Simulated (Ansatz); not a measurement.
**CH₃FSi (SMILES C=[SiH]F): functionals against CCSD(T) at one geometry**

How do the functionals fare away from a minimum? The structure is a structure displaced at random from a GFN2-xTB minimum.

The runs use Ansatz 0.2.0, Gaussian basis; single points in def2-TZVPP.

Cores are frozen in the correlated methods.

### Step 1. The starting structure

6 atoms, charge 0, spin multiplicity 1.

Atoms are counted from 1 here; the program's logs count them from 0.

Bond lengths: C1–Si2 1.766 Å, C1–H4 0.917 Å, C1–H5 1.135 Å, Si2–F3 1.631 Å, Si2–H6 1.444 Å. Angles: Si2–C1–H4 119.9°, Si2–C1–H5 114.3°, H4–C1–H5 122.8°, C1–Si2–F3 114.9°, C1–Si2–H6 146.1°, F3–Si2–H6 98.3°.

Coordinates:

```xyz
6
CH3FSi
C    -0.6651    0.2914   -0.7487
Si    0.5160   -0.0451    0.5206
F     0.9774   -1.6056    0.6345
H    -1.1323   -0.3982   -1.1326
H    -1.0235    1.3682   -0.7790
H     1.4366    0.5161    1.4815
```

### Step 2. CCSD(T)/def2-TZVPP

run/in.yaml

```yaml
crystal:
  periodic: [false, false, false]
  atoms:
    - {symbol: C, position_ang: [-0.665100, 0.291400, -0.748700]}
    - {symbol: Si, position_ang: [0.516000, -0.045100, 0.520600]}
    - {symbol: F, position_ang: [0.977400, -1.605600, 0.634500]}
    - {symbol: H, position_ang: [-1.132300, -0.398200, -1.132600]}
    - {symbol: H, position_ang: [-1.023500, 1.368200, -0.779000]}
    - {symbol: H, position_ang: [1.436600, 0.516100, 1.481500]}
basis:
  gaussian: {orbitals: def2-TZVPP}
correlation: {method: ccsd_t}
output: {forces: true}
```

The command line of these runs was not kept.

### Step 3. PBE0-D4/def2-TZVPP

run/in.yaml, as its differences from that of step 2:

```diff
@@ -11,3 +11,3 @@
   gaussian: {orbitals: def2-TZVPP}
-correlation: {method: ccsd_t}
-output: {forces: true}
+hamiltonian: {xc: pbe0, dispersion: d4}
+output: {forces: true, orbitals: {seedname: orbitals}}
```

### Step 4. wB97M-V/def2-TZVPP

run/in.yaml, as its differences from that of step 3:

```diff
@@ -11,3 +11,3 @@
   gaussian: {orbitals: def2-TZVPP}
-hamiltonian: {xc: pbe0, dispersion: d4}
-output: {forces: true, orbitals: {seedname: orbitals}}
+hamiltonian: {xc: {name: wB97M-V}}
+output: {forces: true}
```

### Step 5. r2SCAN-D4/def2-TZVPP

run/in.yaml, as its differences from that of step 4:

```diff
@@ -11,3 +11,3 @@
   gaussian: {orbitals: def2-TZVPP}
-hamiltonian: {xc: {name: wB97M-V}}
+hamiltonian: {xc: r2scan, dispersion: d4}
 output: {forces: true}
```

### Step 6. PBE-D4/def2-TZVPP

run/in.yaml, as its differences from that of step 5:

```diff
@@ -11,3 +11,3 @@
   gaussian: {orbitals: def2-TZVPP}
-hamiltonian: {xc: r2scan, dispersion: d4}
+hamiltonian: {xc: pbe, dispersion: d4}
 output: {forces: true}
```

### Step 7. BHLYP-D4/def2-TZVPP

run/in.yaml, as its differences from that of step 6:

```diff
@@ -11,3 +11,3 @@
   gaussian: {orbitals: def2-TZVPP}
-hamiltonian: {xc: pbe, dispersion: d4}
+hamiltonian: {xc: {name: BHLYP}, dispersion: d4}
 output: {forces: true}
```

### Step 8. B97M-V/def2-TZVPP

run/in.yaml, as its differences from that of step 7:

```diff
@@ -11,3 +11,3 @@
   gaussian: {orbitals: def2-TZVPP}
-hamiltonian: {xc: {name: BHLYP}, dispersion: d4}
+hamiltonian: {xc: {name: B97M-V}}
 output: {forces: true}
```

(Steps that only read results are left out.)

**Question.** What will these runs give? Wanted: energy less free atoms, CCSD(T)/def2-TZVPP; RMS force component; RMS force error; HOMO and LUMO, PBE0-D4; T1 diagnostic.

**Answer**, as computed:

| quantity | value |
| --- | --- |
| energy less free atoms, CCSD(T)/def2-TZVPP | -2000.7 kJ/mol |
| RMS force component | 3.758 to 3.832 eV/Å over the methods |
| RMS force error | PBE0-D4 0.176, wB97M-V 0.224, r2SCAN-D4 0.125, PBE-D4 0.228, BHLYP-D4 0.277, B97M-V 0.165 eV/Å |
| HOMO and LUMO, PBE0-D4 | -6.58 and -1.27 eV |
| T1 diagnostic | 0.015 |

**Reading.** Against CCSD(T) the functionals' energies less atoms differ by -85.9 to +21.2 kJ/mol, PBE-D4 by -85.9 kJ/mol. A larger basis would deepen the CCSD(T) value, while the functionals are nearly converged already, so the order here is not reliable. For forces r2SCAN-D4 does best and BHLYP-D4 worst. The restricted Hartree–Fock reference is unstable towards an unrestricted one at one or more of these structures.
